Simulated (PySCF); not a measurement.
Adding water to hydrogen chloride, molecule by molecule

Gas-phase clusters of one hydrogen chloride with n water, each in one structure from a short search with a few starts, optimised by PBE0-D3(BJ)/def2-SVPD or PBE0-D3(BJ)/def2-TZVPD; other arrangements may lie lower. Binding energies from relaxed separate molecules, wB97M-D3(BJ)/def2-TZVPD, counterpoise-corrected, in kcal/mol (PySCF).

Frequency runs check only 1 of the 3 structures; these show no clear imaginary mode.

Question: How does binding build up with each further water?

Answer: 
| n | binding energy | gain of the last molecule |
| --- | --- | --- |
| 1 | -5.3 | -5.3 |
| 2 | -13.6 | -8.4 |
| 3 | -23.0 | -9.4 |

The energies hold the contacts among the water molecules too.
